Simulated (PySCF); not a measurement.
System (SMILES): C#C (C2H2).
Geometry (B3LYP-D3(BJ)/def2-TZVP, fixed):
```xyz
4

C      0.0000     0.0000    -0.5984
C      0.0000     0.0000     0.5984
H      0.0000     0.0000     1.6611
H      0.0000     0.0000    -1.6611
```

Basis-set convergence of the isotropic shielding of H3 at PBE with PySCF. GIAO, no density fitting; atoms are numbered in the order shown. All functions are spherical. No added dispersion term, no relativity. Reference: the value in pcseg-3, 30.38 ppm, itself unsure by roughly 0.03 ppm (its distance from pcSseg-2). Deviations are taken from unrounded values.

```tsv
basis	functions	isotropic shielding of H3 (ppm)	minus reference (ppm)
STO-3G	12	30.95	0.57
3-21G	22	31.50	1.12
6-31G	22	31.48	1.10
6-31G*	32	31.11	0.73
6-31G**	38	30.66	0.29
6-31+G*	40	30.88	0.50
6-311G**	48	30.79	0.41
6-311+G**	56	30.71	0.33
6-311++G(2d,2p)	74	30.45	0.07
6-311++G(3df,3pd)	114	30.38	0.00
```

The smallest set listed that lies within 0.2 ppm of the reference with all its larger relatives (same family, alike in diffuse functions; a set with none counts only in the reference's own line) is 6-311++G(2d,2p) (74 functions, 0.07 ppm off).
